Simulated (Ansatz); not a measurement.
I need a ranking of conformers of C5H7F, SMILES CCC1=CC1F. Use Ansatz 0.2.0 through its Python package. Level of theory (for the species named): Hartree-Fock, cc-pVDZ basis, multiplicity 1.

`conformers_c5h7f.py`
```python
"""Rank force-field conformers of C5H7F by single points."""

import ansatz as az
from rdkit import Chem
from rdkit.Chem import AllChem

rd = Chem.AddHs(Chem.MolFromSmiles("CCC1=CC1F"))
ids = list(AllChem.EmbedMultipleConfs(rd, numConfs=20, randomSeed=673, pruneRmsThresh=0.4))
field = [energy for _, energy in AllChem.MMFFOptimizeMoleculeConfs(rd)]
distinct = {round(e, 2): i for i, e in zip(ids, field)}
chosen = sorted(distinct.items())[:4]
found = []
for force_field, index in chosen:
    system = az.Crystal.molecule()
    for atom, xyz in zip(rd.GetAtoms(), rd.GetConformer(index).GetPositions()):
        system = system.atom(atom.GetSymbol(), xyz.round(5).tolist())
    calculation = (
        system.calculation()
        .basis(gaussian="cc-pVDZ")  # the orbital basis, by name
        .functional("HF")
    )
    found.append(calculation.run().report["free_energy_ev"])
print("conformer   MMFF (kcal/mol)   this level (kcal/mol)")
for (force_field, index), e in zip(chosen, found):
    print(f"{index:9d} {force_field - chosen[0][0]:17.2f} {23.060548 * (e - min(found)):17.3f}")
```

```console
$ python conformers_c5h7f.py
conformer   MMFF (kcal/mol)   this level (kcal/mol)
        4              0.00             0.087
        5              1.09             0.000
        3              1.11             0.264
```

The conformers keep their force-field geometries. Timing: 4.4 s on 1 thread of Arm Neoverse V1 (shared host), peak memory 0.35 GiB.
